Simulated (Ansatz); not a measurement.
Level of theory: frozen-core CCSD(T)/cc-pVTZ // PBE-D3(BJ)/def2-TZVP run with Ansatz (a program for electronic structure).

Ansatz 0.2 input:
```yaml
crystal:
  periodic: [false, false, false]
  atoms:
    - { symbol: O, position_ang: [-1.337184, 0.067646, 0.000009] }
    - { symbol: S, position_ang: [0.036016, -0.383237, 0.000001] }
    - { symbol: O, position_ang: [1.301168, 0.315591, -0.00001] }
basis:
  gaussian: { orbitals: cc-pVTZ }
correlation:
  method: ccsd_t
total_charge: 1
magnetization:
  spin_polarized: true
  initial_magnetization: 1
```

Output:

```
Functional definition: HF
575 factors; integrals over basis functions are off by at most 6.8e-4 eV
mean field evaluation 1: about -14873.6247 eV, gradient 4.4e1 eV
mean field evaluation 2: about -14873.6372 eV, gradient 4.4e1 eV
mean field evaluation 4: about -14880.3508 eV, gradient 2.8e0 eV
mean field evaluation 8: about -14880.4681 eV, gradient 1.6e-1 eV
mean field evaluation 16: about -14880.4701 eV, gradient 2.2e-2 eV
mean field evaluation 32: about -14880.4640 eV, gradient 1.1e0 eV
mean field evaluation 64: about -14880.5757 eV, gradient 6.1e-4 eV
mean field evaluation 96: about -14880.4701 eV, gradient 1.2e-3 eV
mean field evaluation 128: about -14880.5375 eV, gradient 3.2e0 eV
mean field evaluation 160: about -14878.4359 eV, gradient 8.7e0 eV
mean field evaluation 192: about -14879.1177 eV, gradient 6.2e-1 eV
mean field evaluation 224: about -14879.1547 eV, gradient 3.3e-2 eV
mean field evaluation 256: about -14879.1528 eV, gradient 7.6e-2 eV
mean field evaluation 288: about -14880.5744 eV, gradient 2.7e-1 eV
mean field evaluation 320: about -14872.8267 eV, gradient 2.6e-1 eV
mean field evaluation 352: about -14877.3077 eV, gradient 2.1e-1 eV
mean field evaluation 384: about -14879.4633 eV, gradient 2.3e-1 eV
mean field evaluation 416: about -14877.0641 eV, gradient 2.9e-1 eV
mean field evaluation 448: about -14877.8612 eV, gradient 2.4e-1 eV
mean field evaluation 480: about -14875.9716 eV, gradient 8.9e-4 eV
mean field evaluation 512: about -14874.6075 eV, gradient 1.3e-4 eV
mean field evaluation 544: about -14873.8810 eV, gradient 6.4e-3 eV
mean field evaluation 576: about -14879.4656 eV, gradient 6.0e-2 eV
mean field evaluation 608: about -14877.0668 eV, gradient 8.8e-3 eV
mean field evaluation 640: about -14879.4657 eV, gradient 2.4e-2 eV
mean field evaluation 672: about -14879.1503 eV, gradient 1.4e-1 eV
mean field evaluation 704: about -14879.1540 eV, gradient 4.6e-2 eV
mean field evaluation 736: about -14880.4701 eV, gradient 8.4e-6 eV
mean field -14880.72173654 eV, -546.8564373023 hartree, gradient 2.3e-6 eV, S^2 1.075973; 19 other end points of the search recorded, 0 dependent functions left out
determinant -14880.72173654 eV, -546.8564373023 hartree, with singles and doubles -14897.74255655 eV, -547.4819409004 hartree
determinant -14880.57574997 eV, -546.8510723949 hartree, with singles and doubles -14897.52970118 eV, -547.4741186102 hartree
determinant -14880.56050977 eV, -546.8505123280 hartree, with singles and doubles -14897.72060944 eV, -547.4811343590 hartree
determinant -14880.47007688 eV, -546.8471889803 hartree, with singles and doubles -14897.96833275 eV, -547.4902380229 hartree
determinant -14880.44226406 eV, -546.8461668783 hartree, with singles and doubles -14896.36481860 eV, -547.4313099647 hartree
determinant -14879.46571414 eV, -546.8102793305 hartree, with singles and doubles -14896.38113648 eV, -547.4319096358 hartree
determinant -14878.35497086 eV, -546.7694602679 hartree, with singles and doubles -14893.96468549 eV, -547.3431066998 hartree
determinant -14877.86350764 eV, -546.7513993277 hartree, with singles and doubles -14893.24720123 eV, -547.3167396396 hartree
determinant -14877.31181770 eV, -546.7311250965 hartree, with singles and doubles -14892.73532575 eV, -547.2979285627 hartree
determinant -14880.72173654 eV, -546.8564373023 hartree, with singles and doubles -14897.85891612 eV, -547.4862170359 hartree
determinant -14880.57574997 eV, -546.8510723949 hartree, with singles and doubles -14897.85594478 eV, -547.4861078411 hartree
determinant -14880.56050977 eV, -546.8505123280 hartree, with singles and doubles -14897.88444525 eV, -547.4871552143 hartree
determinant -14880.47007688 eV, -546.8471889803 hartree, with singles and doubles -14897.92389328 eV, -547.4886049027 hartree
7 core orbitals not correlated
reference -14880.47007688 eV, -546.8471889803 hartree; 9, 8 occupied and 78, 79 virtual orbitals, 575 factors
second order -17.76724064 eV of doubles, -0.00000000 eV of singles
cycle   1  -17.45381648 eV  change   -7.1e-8 eV  update   1.6e-6
perturbative correction -1.07608434 eV, -0.0395453701 hartree
Total energy: -14898.99997770 eV, -547.5281502755 hartree
```

Cost: roughly 100 core-seconds.
